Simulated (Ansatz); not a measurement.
The input, for Ansatz 0.2.0:

```yaml
crystal:
  periodic: [false, false, false]
  atoms:
    - {symbol: Al, position_ang: [0.000000, 0.000000, 0.686473]}
    - {symbol: N, position_ang: [0.000000, 0.000000, -1.084932]}
    - {symbol: H, position_ang: [0.000000, 0.833405, -1.649784]}
    - {symbol: H, position_ang: [0.000000, -0.833405, -1.649784]}
basis:
  gaussian: {orbitals: cc-pVDZ}
magnetization: {spin_polarized: true, initial_magnetization: 0}
hamiltonian: {xc: hf}
output: {orbitals: {seedname: orbitals}}
```

```sh
$ ansatz run in.yaml --threads 1 --pin off --events-out ev --progress --plain --max-ram 4096MiB --backend cpu
```

Log:

```
404 factors; integrals over basis functions are off by at most 1.4e-3 eV
mean field evaluation 1: about -8093.7005 eV, gradient 2.5e1 eV
mean field evaluation 2: about -8093.7018 eV, gradient 2.5e1 eV
mean field evaluation 4: about -8096.5362 eV, gradient 1.4e0 eV
mean field evaluation 8: about -8096.5614 eV, gradient 1.0e-3 eV
mean field evaluation 16: about -8096.5615 eV, gradient 3.1e-2 eV
mean field evaluation 32: about -8096.5614 eV, gradient 8.4e-5 eV
mean field evaluation 64: about -8096.4784 eV, gradient 8.3e-1 eV
mean field evaluation 96: about -8096.5583 eV, gradient 2.4e-1 eV
mean field -8096.56151938 eV, -297.5431477908 hartree, gradient 8.4e-6 eV, S^2 0.018250; 3 other end points of the search recorded, 0 dependent functions left out
reference -8096.56151938 eV, -297.5431477908 hartree; 11, 11 occupied and 31, 31 virtual orbitals, 404 factors
Total energy: -8096.56151938 eV, -297.5431477908 hartree
```

Ran on 1 thread of AMD EPYC 7R13, shared host: 0.54 s wall, 0.08 GiB peak host memory.
